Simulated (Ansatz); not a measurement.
Gas-phase electronic energies from Ansatz, PBE0-D4/def2-TZVP geometries. CCSD(T)/CBS adds triple-zeta CCSD(T) − MP2 to the extrapolated MP2 energy (def2 sets, frozen cores). This one scheme is used for every species. Double bonds are as drawn, so ΔE can hold a change between cis and trans. Functionals use def2-TZVPP. One conformer a species, not always the lowest.

Consider the hydrogenolysis of a C–F bond: `F/C=N\CF` + H₂ → `C/N=C\F` + H–F.

`F/C=N\CF`:

Z-matrix (Å, degrees):
```
C
F 1 1.379
N 1 1.409 2 116.3
H 1 1.095 2 107.5 3 -121.3
H 1 1.095 2 107.5 3 121.3
C 3 1.239 1 128.4 2 -0.0
F 6 1.335 3 126.7 1 0.0
H 6 1.087 3 122.5 1 -180.0
```

H₂:

Z-matrix (Å, degrees):
```
H
H 1 0.746
```

`C/N=C\F`:

Cartesian coordinates in Å:
```
C -0.275 -0.539 -0.849
N 0.635 0.386 -0.219
C 0.487 0.738 0.959
F -0.501 0.323 1.778
H -1.072 -0.906 -0.198
H -0.721 -0.047 -1.717
H 0.301 -1.386 -1.227
H 1.146 1.431 1.474
```

H–F:

Cartesian coordinates in Å:
```
F 0.268 -0.307 -0.214
H -0.268 0.307 0.214
```

```json
{"species": "`F/C=N\\CF`", "PBE energy (Eh)": "-332.22109"}
{"species": "H₂", "PBE energy (Eh)": "-1.16614"}
{"species": "`C/N=C\\F`", "PBE energy (Eh)": "-233.02668"}
{"species": "H–F", "PBE energy (Eh)": "-100.39340"}
```

Q: Work out ΔE.

A: ΔE = (-233.02668) + (-100.39340) − (-332.22109) − (-1.16614) = -0.03285 Eh = -0.89 eV. CCSD(T)/CBS gives -1.07 eV.

Largest T1 diagnostic among the species: 0.013.

At CCSD(T), def2-SVP lies +0.19 eV from the extrapolated value and def2-TZVPP +0.04 eV. Leaving LDA and LC-ωPBE aside and taking each functional with its dispersion term where it has one, the values, not all of them listed here, spread over 0.19 eV, from PBE-QIDH to BLYP-D4. LDA lies +0.04 eV from PBE without D4.
